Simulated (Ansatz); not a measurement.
Reaction (formal loss of a carbene): `[C-]#[N+]CC` → `[C-]#[N+]C` + `[CH2]` (triplet)

Computed with Ansatz on PBE0-D4/def2-TZVP structures; ΔE is electronic, products minus reactants. CCSD(T)/CBS adds triple-zeta CCSD(T) − MP2 to the extrapolated MP2 energy (def2 sets, frozen cores). This one scheme is used for every species. Functionals use def2-TZVPP. Triplets are unrestricted, without spin–orbit coupling.

`[C-]#[N+]CC`:

```xyz
9

C     0.201   -0.597   -2.501
N     0.195   -0.612   -1.337
C     0.178   -0.597    0.079
C    -0.233    0.759    0.623
H    -0.510   -1.376    0.417
H     1.177   -0.869    0.432
H    -1.234    1.025    0.280
H     0.461    1.534    0.294
H    -0.235    0.732    1.714
```

`[C-]#[N+]C`:

```xyz
6

C     1.116    0.067   -1.772
N     0.497    0.030   -0.787
C    -0.255   -0.015    0.405
H     0.408   -0.184    1.255
H    -0.982   -0.827    0.354
H    -0.783    0.928    0.546
```

`[CH2]` (triplet):

```xyz
3

C     0.054    0.153   -0.223
H     0.268   -0.893   -0.378
H    -0.322    0.739    0.601
```

```json
{"level": "BLYP-D4", "ΔE (kcal/mol)": "103.5"}
{"level": "revPBE", "ΔE (kcal/mol)": "99.4"}
{"level": "MP2/def2-SVP", "ΔE (kcal/mol)": "104.1"}
{"level": "SCS-MP2/def2-QZVPP", "ΔE (kcal/mol)": "108.4"}
```

Question: What does CCSD(T)/CBS give? (Best estimate.)

Answer: Computed: +105.9 kcal/mol. The listed levels differ from it by -2.4, -6.5, -1.8, 2.5 kcal/mol.

Largest T1 diagnostic among the species: 0.014.

Leaving LDA and LC-ωPBE aside and taking each functional with its dispersion term where it has one, the values, not all of them listed here, spread over 8.9 kcal/mol, from r2SCAN0-D4 to ωB97X-V. LDA lies +17.4 kcal/mol from PBE without D4. From r2SCAN to r2SCAN0 (25 % exact exchange), in def2-TZVPP and without D4, ΔE moves by −0.8 kcal/mol. In def2-TZVPP, CCSD(T) changes the Hartree–Fock value by +32.0 kcal/mol (the triples alone add +2.6 kcal/mol) and MP2 by +35.2 kcal/mol.
